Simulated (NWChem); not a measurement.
System: pyrazine (C$_{4}$H$_{4}$N$_{2}$); SMILES c1nccnc1

```xyz
10

C      1.1298    -0.6984     0.0000
C      1.1298     0.6984     0.0000
N      0.0000     1.3992     0.0000
C     -1.1298     0.6984     0.0000
C     -1.1298    -0.6984     0.0000
N      0.0000    -1.3992     0.0000
H      2.0719    -1.2584     0.0000
H      2.0719     1.2584     0.0000
H     -2.0719     1.2584     0.0000
H     -2.0719    -1.2584     0.0000
```
Atoms are numbered in this order, from 1.

Computed with NWChem. Pople sets run with spherical d functions. All runs use the structure optimised with PBE0/def2-SVP. Vertical excitations in the gas phase; the lowest state need not have the same character in each row.

For level B3LYP/6-31+G*, TDA:

```
Property                                  Value
----------------------------------------  -----
lowest state with f > 0.02, singlet (eV)   5.62
```

Problem. How do the values read with level B3LYP/def2-SVP, TDA instead?

Solution. 
| Property | Result |
|---|---|
| lowest state with f > 0.02, singlet (eV) | 5.74 |
